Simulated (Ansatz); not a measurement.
# Dissociation curves of [SiH3]+ (SMILES [SiH3+])

[SiH3]+ has 4 atoms, charge +1, and is taken as a singlet. SMILES: `[SiH3+]`. The shape is that of a PBE0-D4/def2-TZVP optimisation.

```xyz
4

Si    0.0000    0.0000    0.0000
H     0.6869    0.6754    1.1130
H    -0.1184   -1.4672   -0.0099
H    -0.5685    0.7917   -1.1031
```

The Si1–H3 distance is scanned; the parts on either side stay rigid. Basis 3-21G, 5 core orbitals frozen in the correlated methods; program Ansatz 0.2.0. FCI is exact within this basis and core. Energies in eV from each method's value at 1.472 Å; methods without a U are spin-restricted. The shape above is that at 1.472 Å.

| distance (Å) | BHLYP | HSE06 | B2PLYP | CCSDTQ | FCI |
| --- | --- | --- | --- | --- | --- |
| 1.472 | 0.00 | 0.00 | 0.00 | 0.00 | 0.00 |
| 1.840 | 0.83 | 0.73 | 0.76 | 0.65 | 0.65 |
| 2.208 | 2.11 | 1.94 | 1.96 | 1.68 | 1.68 |
| 2.944 | 4.22 | 3.89 | 3.84 | 3.01 | 3.01 |
| 3.680 | 5.42 | 4.95 | 4.67 | 3.40 | 3.40 |

Departure from the FCI curve at its largest: BHLYP +2.02 eV at 3.68 Å; HSE06 +1.55 eV at 3.68 Å; B2PLYP +1.28 eV at 3.68 Å; CCSDTQ within 0.005 eV. Restricted functionals keep the electrons paired too, and rise too high.
